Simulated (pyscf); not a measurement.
Single points on ωB97X-D3(BJ)/def2-SVP structures (PySCF, gas phase).

Q: PBE/def2-TZVP puts the barrier of H₂N–SiH(NH₂)–Cl + H₂O -> H₂N–Si(NH₂)(OH)–Cl + H₂ (four-centre exchange; singlet surface; H–Si, H–O broken, O–Si, H–H formed) at 28.5 kcal/mol and the reaction energy at -22.0 kcal/mol, from the separated reactants. What do r²SCAN/def2-TZVP, PBE0-D3(BJ)/def2-TZVP, ωB97M-D3(BJ)/def2-TZVP give on the same structures?

A: r²SCAN: ΔE‡ = 29.0 kcal/mol, ΔE = -25.4 kcal/mol; PBE0-D3(BJ): ΔE‡ = 30.3 kcal/mol, ΔE = -22.6 kcal/mol; ωB97M-D3(BJ): ΔE‡ = 32.3 kcal/mol, ΔE = -23.9 kcal/mol. PBE's barrier lies under all of them, by 0.6 to 3.9 kcal/mol. Its reaction energy lies over all of them, by 0.6 to 3.4 kcal/mol. This is the saddle that the search found; another between the same sides may lie lower.
